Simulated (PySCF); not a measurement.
Problem. Write Cartesian coordinates for InChI=1S/CH6NP/c1-2-3/h1,3H3 as optimised with PBE0-D3(BJ)/def2-SVP.

Solution. 
```xyz
9
CH6NP angstrom
C     -1.5339   -0.3688   -0.0395
N     -0.3806    0.1970   -0.6780
P      1.0706    0.1619   -0.1200
H     -1.4766   -1.4676    0.1077
H     -2.4222   -0.1883   -0.6675
H     -1.7624    0.0707    0.9540
H      1.7726   -1.0801    0.1050
H      1.9513    0.8160   -1.0091
H      1.4218    0.7885    1.1331
```

Any rigid rotation of these coordinates is as good. Atoms count from 1 in this order. P3 (phosphorus bonded to N and 3 H) has angles from 96.9° to 121.9°.

Bonds between heavy atoms (Å): C1–N2 1.435, N2=P3 1.555.

Method: PySCF, PBE0-D3(BJ)/def2-SVP geometry optimisation, gas phase.

Point group: Cs (every atom within 0.08 Å of its image). Whether it is a minimum is left open (no frequencies).

---

**Question.** Give a PBE0-D3(BJ)/def2-SVP geometry of InChI=1S/C2H3Cl/c1-2-3/h2H,1H2.

**Answer.** 
```
atom  x, y, z in Å
C1    -0.204   -0.253   -0.367
C2     0.891   -0.151    0.379
Cl3    1.840   -1.505    0.874
H4    -0.750    0.652   -0.641
H5    -0.577   -1.217   -0.719
H6     1.284    0.802    0.742
```

Any rigid rotation of these coordinates is as good. Atoms count from 1 in this order. 

Bonds between heavy atoms (Å): C1=C2 1.329, C2–Cl3 1.726.

Level of theory: PBE0-D3(BJ)/def2-SVP geometry optimisation, gas phase in PySCF 2.14.0.

Point group: Cs (every atom within 0.08 Å of its image). Whether it is a minimum is left open (no frequencies).

---

Question: What does the PBE0-D3(BJ)/def2-SVP structure of InChI=1S/FH3P/c1-2/h2H3/q+1 look like in three dimensions? (Charge +1.)

Answer: 
```xyz
5
FH3P angstrom
F      1.099   -0.954    0.406
P     -0.025    0.022   -0.020
H     -0.801    0.324    1.115
H      0.575    1.186   -0.538
H     -0.813   -0.611   -1.001
```

Orientation and origin are arbitrary. Atoms count from 1 in this order. P2 (phosphorus bonded to F and 3 H) is tetrahedral (angles from 108.2° to 110.7°).

Bonds between heavy atoms (Å): F1–P2 1.548.

Theory: PBE0-D3(BJ)/def2-SVP geometry optimisation, gas phase in PySCF 2.14.0.

Point group: C3v (every atom within 0.08 Å of its image). Whether it is a minimum is left open (no frequencies).

On Intel Xeon Platinum 8488C, one thread, on a shared host, this took 3.3 s wall and 0.27 GiB of memory at its peak. This is the geometry optimisation.
